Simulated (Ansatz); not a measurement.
C₄H₆F₂, SMILES `F[C@H]1C[C@H](F)C1`, relaxed with RKS PBE0-D4/def2-TZVP in Ansatz 0.2.0 from a PBE-D4/def2-SVP geometry. The force threshold is 0.005 eV/Å; the program also tests the step.

Charge 0, multiplicity 1.

Start:

```xyz
12

F     1.840   -0.848    0.437
C     1.022   -0.062   -0.369
C    -0.302   -0.792   -0.688
C    -0.917   -0.083    0.539
F    -2.201    0.400    0.397
C     0.226    0.954    0.480
H     1.636    0.317   -1.213
H    -0.270   -1.898   -0.717
H    -0.763   -0.402   -1.617
H    -0.876   -0.709    1.456
H     0.696    1.298    1.421
H    -0.090    1.826   -0.127
```

(1) By how much does the energy fall, and how many steps does the optimiser take? (An estimate is asked.)

(2) Which bonds change most? (An estimate is asked.)

(3) Give the relaxed structure. (An estimate is asked.)

Answers

(1) Ansatz gave: 0.05 eV, in 7 steps.

(2) The calculation gave: C2–H7 from 1.111 to 1.091 Å; C4–H10 from 1.111 to 1.092 Å; C3–H8 from 1.107 to 1.089 Å; C6–H11 from 1.107 to 1.089 Å.

(3) The calculation gave: 
```xyz
12

F     1.841   -0.834    0.416
C     1.012   -0.056   -0.374
C    -0.299   -0.790   -0.679
C    -0.907   -0.085    0.537
F    -2.181    0.405    0.381
C     0.226    0.944    0.481
H     1.611    0.319   -1.205
H    -0.265   -1.878   -0.698
H    -0.752   -0.412   -1.598
H    -0.893   -0.695    1.443
H     0.688    1.274    1.410
H    -0.081    1.808   -0.113
```
